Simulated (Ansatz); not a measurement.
Computed with Ansatz on PBE0-D4/def2-TZVP structures; ΔE is electronic, products minus reactants. CCSD(T)/CBS adds triple-zeta CCSD(T) − MP2 to the extrapolated MP2 energy (def2 sets, frozen cores). This one scheme is used for every species. Functionals use def2-TZVPP. B3LYP here is the variant with VWN-RPA as its local correlation; programs differ in this. Each species was taken in one conformer, which may not be the lowest.

Reaction (cleavage of the Si–Si bond): `B[SiH2][SiH3]` + NH₃ → `B[SiH2]N` + SiH₄

`B[SiH2][SiH3]`:

```xyz
10

B    -0.540    0.228    1.807
Si    0.148   -0.947    0.357
Si    0.265    0.514   -1.488
H     0.206    0.879    2.477
H    -1.715    0.381    1.965
H    -0.758   -2.066   -0.022
H     1.518   -1.484    0.583
H     1.209    1.628   -1.208
H    -1.074    1.091   -1.781
H     0.740   -0.224   -2.690
```

NH₃:

Z-matrix (Å, degrees):
```
N
H 1 1.013
H 1 1.013 2 107.1
H 1 1.013 2 107.1 3 -114.5
```

`B[SiH2]N`:

```xyz
9

B    -0.546    0.173    1.537
Si    0.600   -0.153   -0.072
N    -0.218    0.254   -1.534
H    -1.736    0.281    1.475
H    -0.054    0.208    2.628
H     1.014   -1.595    0.059
H     1.872    0.624   -0.039
H     0.259    0.195   -2.419
H    -1.191    0.012   -1.636
```

SiH₄:

Cartesian coordinates in Å:
```
Si 0.000 0.000 0.000
H -0.858 -1.040 -0.621
H 0.608 -0.538 1.243
H -0.824 1.191 0.327
H 1.074 0.387 -0.949
```

```
 level  ΔE (eV)
revPBE    -0.10
 B3LYP    -0.34
```

(1) What does CCSD(T)/CBS give? (Best estimate.)

(2) What do rigid-rotor, harmonic-oscillator terms from PBE0-D4/def2-TZVP frequencies (298.15 K, 1 bar) make of the CCSD(T)/CBS value? (An estimate is asked.)

Largest T1 diagnostic among the species: 0.014.

## Answers

(1) Computed: -0.30 eV. The listed levels differ from it by 0.20, -0.04 eV.

(2) Ansatz gave: ΔZPE = -0.06 eV, ΔH = -0.38 eV, ΔS = -16 J/(mol·K), ΔG = -0.34 eV.

From PBE to PBE0 (25 % exact exchange), in def2-TZVPP and without D4, ΔE moves by −0.07 eV. Leaving LDA and LC-ωPBE aside and taking each functional with its dispersion term where it has one, the values, not all of them listed here, spread over 0.30 eV, from CAM-B3LYP-D4 to PBE-D4. LDA lies −0.04 eV from PBE without D4.
